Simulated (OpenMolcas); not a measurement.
# OpenMolcas input wanted

SiH2O2: 5 atoms, total charge 0, spin state singlet. SMILES: `O[Si]O`. The coordinates come from a PBE0-D4/def2-TZVP relaxation. This is one conformer, not always the lowest.

```xyz
5

O     0.0000    0.0000    0.0000
Si    0.0000    0.0000    1.6420
O     1.6405    0.0000    1.9129
H     0.8550   -0.0004   -0.4446
H     1.9161    0.0000    2.8325
```

Settings wanted:

- method: HF
- reference: RHF
- relativity: DKH2
- integral approximation: none
- symmetry: none
- basis set: ANO-RCC-MB
- task: energy
- localisation: Pipek-Mezey
- nucleus: point

Write the OpenMolcas 26.06 input and the command.

This one ran through:

step1.input:
```
&GATEWAY
 XBAS
 O.ANO-RCC-MB
 Si.ANO-RCC-MB
 H.ANO-RCC-MB
 End of Basis
 ZMAT
 O1
 Si2 1 1.642005
 O3 2 1.662725 1 99.37596
 H4 1 0.963717 2 117.47399 3 0.02945
 H5 3 0.960061 2 116.05777 1 179.99842
 End of ZMAT

&SEWARD
 Relativistic=R02E00

&SCF
 PrOrbitals=1 1

&LOCALISATION
 Occupied
 Freeze
 Pipek-Mezey

&LOCALISATION
 FileOrb=$Project.LocOrb
 Virtual
 Pipek-Mezey
```

```bash
$ export MOLCAS_MEM=1860
$ pymolcas step1.input > step1.log
```

Calculated total energy: -440.39785 Eh.
